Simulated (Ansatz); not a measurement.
# C2H2F2 (SMILES C=C(F)F): HF/3-21G

What is the energy change on altering one bond length of C2H2F2 at HF/3-21G? 

The results are computed with Ansatz 0.2.0.

47 further runs of the same task are left out: 47 set aside as unsound or not needed.

### Step 1. The system as given

C2H2F2 has 6 atoms, charge 0, and is taken as a singlet. SMILES: `C=C(F)F`. The coordinates come from a PBE0-D4/def2-TZVP relaxation.

Bond lengths: C1–C2 1.315 Å, C2–F3 1.313 Å, C2–F4 1.313 Å, C1–H5 1.079 Å, C1–H6 1.079 Å. Angles: C1–C2–F3 125.2°, C1–C2–F4 125.2°, F3–C2–F4 109.6°, C2–C1–H5 119.7°, C2–C1–H6 119.7°, H5–C1–H6 120.6°.

### Step 2. The energy at HF/3-21G

molecule.yaml reads:

```yaml
crystal:
  periodic: [false, false, false]
  atoms:
    - {symbol: C, position_ang: [-0.115900, 0.471000, -0.544400]}
    - {symbol: C, position_ang: [0.105000, -0.394600, 0.420100]}
    - {symbol: F, position_ang: [-0.454900, -0.363600, 1.607600]}
    - {symbol: F, position_ang: [0.919200, -1.422100, 0.343000]}
    - {symbol: H, position_ang: [0.394200, 0.360600, -1.488400]}
    - {symbol: H, position_ang: [-0.805600, 1.284800, -0.384200]}
basis:
  gaussian:
    orbitals: 3-21G.json
total_charge: 0
hamiltonian:
  xc: hf
accuracy: high
output: {orbitals: {seedname: orbitals}}
```

The basis set 3-21G is read from a file made from the Basis Set Exchange's data (not shown).

On the command line:

```bash
$ ansatz run molecule.yaml --threads 1 --pin off --max-ram 3480MiB --events-out events.jsonl --progress --plain --runs-dir runs
```

The program printed:

```text
Warning: RAYON_NUM_THREADS=1 ignored (pool sized by the plan → 1); use --threads N
Functional definition: HF
  name "HF"
  exchange = exact_x
  correlation = 0
859 factors; integrals over basis functions are off by at most 6.6e-9 eV
mean field evaluation 1: about -7460.2413 eV, gradient 3.1e1 eV
mean field evaluation 2: about -7460.2422 eV, gradient 3.1e1 eV
mean field evaluation 4: about -7462.5869 eV, gradient 2.2e0 eV
mean field evaluation 8: about -7462.6137 eV, gradient 2.3e-1 eV
mean field -7462.61391638 eV, -274.2460030854 hartree, gradient 3.8e-8 eV, S^2 0.000000; 0 other end points of the search recorded, 0 dependent functions left out
reference -7462.61391638 eV, -274.2460030854 hartree; 16, 16 occupied and 24, 24 virtual orbitals, 859 factors
Total energy: -7462.61391638 eV, -274.2460030854 hartree
```

Wall time 0.28 s (1 thread of Arm Neoverse V1, shared host).

### Step 3. The distorted shape at the same level

in.yaml reads:

```yaml
crystal:
  periodic: [false, false, false]
  atoms:
    - {symbol: C, position_ang: [0.052064, 0.461700, -0.900636]}
    - {symbol: C, position_ang: [0.272964, -0.403900, 0.063864]}
    - {symbol: F, position_ang: [-0.454900, -0.363600, 1.607600]}
    - {symbol: F, position_ang: [1.087164, -1.431400, -0.013236]}
    - {symbol: H, position_ang: [0.562164, 0.351300, -1.844636]}
    - {symbol: H, position_ang: [-0.637636, 1.275500, -0.740436]}
basis:
  gaussian:
    orbitals: 3-21G.json
hamiltonian:
  xc: hf
accuracy: high
output:
  orbitals: {seedname: orbitals}
```

The basis set 3-21G is read from a file made from the Basis Set Exchange's data (not shown).

On the command line:

```bash
$ ansatz run in.yaml --threads 1 --pin off --max-ram 3480MiB --events-out events.jsonl --progress --plain --runs-dir runs
```

The program printed:

```text
Warning: RAYON_NUM_THREADS=1 ignored (pool sized by the plan → 1); use --threads N
[... 4 set-up lines as earlier in the session ...]
843 factors; integrals over basis functions are off by at most 3.2e-9 eV
mean field evaluation 1: about -7457.3098 eV, gradient 3.6e1 eV
mean field evaluation 2: about -7457.3097 eV, gradient 3.6e1 eV
mean field evaluation 4: about -7460.7221 eV, gradient 3.4e0 eV
mean field evaluation 8: about -7460.7957 eV, gradient 1.2e-1 eV
mean field -7460.79580050 eV, -274.1791885592 hartree, gradient 4.1e-8 eV, S^2 0.000000; 0 other end points of the search recorded, 0 dependent functions left out
reference -7460.79580050 eV, -274.1791885592 hartree; 16, 16 occupied and 24, 24 virtual orbitals, 843 factors
Total energy: -7460.79580050 eV, -274.1791885592 hartree
```

It took 0.28 s on 1 thread of Arm Neoverse V1, shared host.

### Step 4. What came out

Level: HF/3-21G.

```
                                                         quantity          value
                                        first shape: total energy  -274.24600 Eh
                                         first shape: HOMO energy      -10.67 eV
                                         first shape: LUMO energy        5.08 eV
                                       first shape: HOMO–LUMO gap       15.75 eV
                                    distorted shape: total energy  -274.17919 Eh
                                     distorted shape: HOMO energy      -11.54 eV
                                     distorted shape: LUMO energy        4.17 eV
                                   distorted shape: HOMO–LUMO gap       15.70 eV
energy change with the C2–F3 bond stretched from 1.313 to 1.707 Å       1.818 eV
```

**Reading.** With the C2–F3 bond stretched from 1.313 to 1.707 Å the energy rises by 1.82 eV (175 kJ/mol). The first shape isn't relaxed at this level, so the change isn't measured from a minimum.
